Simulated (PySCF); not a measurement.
## Level sweep

Species: C5H5F.
SMILES with atom numbers: `[CH:1]#[C:2][C:3]1([F:4])[CH2:5][CH2:6]1` (hydrogens: H7 on C1; H8, H9 on C5; H10, H11 on C6)

PySCF, dipoles from the SCF density, polarisabilities from static response with core orbitals frozen. Geometry: PBE0-D3(BJ)/def2-SVP; no solvent, vibrations or thermal averaging.

Problem. How do dipole and polarisability depend on functional and basis here?

Solution. 

```csv
level,μ (D),α (Å³),anisotropy (Å³)
LDA/def2-SVPD,1.874,8.87,4.44
PBE/def2-SVPD,1.822,8.80,4.41
B3LYP/def2-SVPD,1.916,8.58,4.21
PBE0/def2-SVPD,1.905,8.48,4.17
BHandHLYP/def2-SVPD,2.008,8.29,3.99
CAM-B3LYP/def2-SVPD,1.959,8.43,4.02
wB97X-D/def2-SVPD,1.922,8.47,4.02
LC-wPBE/def2-SVPD,1.942,8.20,3.85
HF/def2-SVPD,2.086,8.05,3.76
PBE0/6-31G*,1.657,6.86,4.87
PBE0/def2-SVP,1.752,7.15,4.76
PBE0/6-31+G*,1.962,8.01,4.59
PBE0/aug-cc-pVDZ,1.867,8.71,4.26
PBE0/def2-TZVP,1.816,8.21,4.57
PBE0/def2-TZVPD,1.852,8.72,4.23
```

The anisotropy is √(½[(α1 − α2)² + (α2 − α3)² + (α3 − α1)²]). The dipole runs from 1.66 D (PBE0/6-31G*) to 2.09 D (HF/def2-SVPD). No reference polarisability is at hand; against PBE0 in the largest diffuse basis at hand (def2-TZVPD) the other PBE0 rows deviate by 6-31G* -21%, def2-SVP -18%, 6-31+G* -8%, def2-SVPD -3%, aug-cc-pVDZ 0%, def2-TZVP -6%. In one basis (def2-SVPD) the functionals order the polarisability from HF (lowest) to LDA (highest), a spread of 10%. With PBE0 the polarisability is 7.40 Å³ without diffuse functions (mean of 6-31G*, def2-SVP and def2-TZVP) and 8.48 Å³ with them (mean of 6-31+G*, def2-SVPD, aug-cc-pVDZ and def2-TZVPD).
